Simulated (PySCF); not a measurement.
The dipole of methylketene, `CC=C=O` from its density and from atomic charges.

Coordinates (PBE0-D3(BJ)/def2-TZVP, Å) and charges (e) from the PBE0/pcSseg-2 density (PySCF):

| atom | x | y | z | Mulliken | IAO | Hirshfeld | ESP-fitted |
| --- | --- | --- | --- | --- | --- | --- | --- |
| C1 | -0.906 | -0.326 | -0.098 | -0.0077 | -0.4125 | -0.1144 | -0.1067 |
| C2 | 0.300 | 0.502 | 0.240 | -0.2354 | -0.3867 | -0.1229 | -0.4869 |
| C3 | 1.523 | 0.151 | -0.063 | +0.3146 | +0.4408 | +0.1903 | +0.4240 |
| O4 | 2.607 | -0.163 | -0.333 | -0.2597 | -0.3031 | -0.1661 | -0.2881 |
| H5 | -0.624 | -1.241 | -0.620 | +0.0265 | +0.1574 | +0.0519 | +0.1032 |
| H6 | -1.593 | 0.226 | -0.744 | +0.0430 | +0.1556 | +0.0487 | +0.0690 |
| H7 | -1.451 | -0.614 | 0.805 | +0.0430 | +0.1556 | +0.0486 | +0.0681 |
| H8 | 0.199 | 1.446 | 0.761 | +0.0757 | +0.1929 | +0.0639 | +0.2175 |

Task: Form Σ q r in debye for every column and set it beside the full dipole.

Result: The full density gives (-1.83, 0.32, 0.34) D, 1.89 D in size; dipole vectors point from the negative to the positive end.

```
    scheme     μx    μy    μz  size (D)  share of the full size (%)  angle to the full dipole (°)
  Mulliken  -1.89  0.16  0.26      1.92                         101                             6
       IAO  -1.90  0.38  0.38      1.97                         104                             2
 Hirshfeld  -1.17  0.19  0.21      1.21                          64                             1
ESP-fitted  -1.85  0.30  0.33      1.90                         100                             1
```

Task: Which set comes closest?

Result: Length of the difference vector: ESP-fitted 0.03 D, IAO 0.10 D, Mulliken 0.19 D, Hirshfeld 0.68 D. Closest: ESP-fitted. ESP charges are fitted to the potential around the molecule, whose slowest-falling term is the dipole's. 

Task: What is left for the Hirshfeld atoms' own dipoles?

Result: The Hirshfeld atoms' densities add up to the full density, so μ = Σ q r + Σ (atomic dipoles). The atomic dipoles sum to (-1.83, 0.32, 0.34) − (-1.17, 0.19, 0.21) = (-0.66, 0.13, 0.13) D, 0.68 D in size.

Task: With the origin at the mean of the coordinates, (0.007, -0.002, -0.007) Å, which are the largest single terms, by size, of the Hirshfeld dipole along the direction of the full one?

Result: O4 +2.08, C3 -1.33, C1 -0.45, H6 +0.34, H7 +0.34 D; all 8 atoms together +1.21 D. The single terms depend on the origin, their sum doesn't.

Task: Give the size of the full dipole in other units.

Result: 1.89 D = 0.745 au = 0.394 e·Å = 6.31 × 10⁻³⁰ C·m.

Geometry: PBE0-D3(BJ)/def2-TZVP; no solvent, vibrations or thermal averaging.
